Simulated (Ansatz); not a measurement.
**Swapping H for NH2 on C: the atomisation energy**

On one C centre, n of the H ligands are replaced by NH2. The atomisation energy (no zero-point term) y in kJ/mol at CCSD(T)/CBS estimate. Shapes, held fixed at every level: PBE0-D4/def2-TZVP. Flexible molecules stand in one conformer, not always the lowest. Programs: Ansatz 0.2.0.

```
molecule  n  y (kJ/mol)
     CH4  0        1759
    CH5N  1        2437
   CH6N2  2           ?
   CH7N3  3        3877
```

Problem. Fit y = c + s·n to the known rows and predict CH6N2.

Solution. 
1. Means of the 3 rows: n = 1.33333, y = 2691.0.
2. Σ(Δn)² = 4.6667, Σ(Δn·Δy) = 3304, so the slope is 3304/4.6667 = 707.99.
3. Intercept: 2691.0 − (707.99) × 1.33333 = 1747.0. The largest residual of the fit is 18.
4. CH6N2: 1747.0 + (707.99) × 2 = 3163 kJ/mol.

The run gave 3150 kJ/mol, so the prediction is off by +13 kJ/mol, within the scatter of the fit. The steps per swap are +678, +713, +727 kJ/mol. The slope is the difference between a C–NH2 and a C–H bond with the ligands’ own bonds. Other levels give for CH6N2: HF/def2-TZVPP 2139; wB97X-V/def2-TZVPP 3163; MP2/def2-SVP 2944 kJ/mol. The CBS estimate extrapolates MP2 from def2-TZVPP and def2-QZVPP and adds CCSD(T) − MP2 in the triple-zeta set, cores frozen.
